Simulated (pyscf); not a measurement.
Single points on ωB97X-D3(BJ)/def2-SVP structures (PySCF, gas phase). Correlated levels are frozen-core, on RHF or UHF. ΔMP2 is the change of the MP2 total energy from the triple- to the quadruple-zeta basis.

Task: `[BH2][NH2]` + `[CH4]` -> `[BH2][CH3]` + `[NH3]`
Surface: singlet. Broken: B–N, C–H. Formed: B–C, H–N. Give ΔE‡ and ΔE from CCSD(T)/def2-TZVPP + ΔMP2(QZVPP), relative to the separated reactants.

Result: ΔE‡ = 53.4 kcal/mol, ΔE = +35.1 kcal/mol. Zero-point energy shifts the barrier by -0.1 kcal/mol. It is a four-centre exchange, with an imaginary mode of 1472i cm⁻¹. On the product side the descent ends in an adduct with a B–N contact, 24.7 kcal/mol under the separated species and 41.4 kcal/mol under the saddle at ωB97X-D3(BJ)/def2-TZVP. What is counted as broken (B–N) persists as a longer contact in the product adduct; parting that adduct is a step of its own. One saddle was located; it need not be the lowest between these sides. The CCSD(T) − MP2 part came from Ansatz, without density fitting, on the same reference.
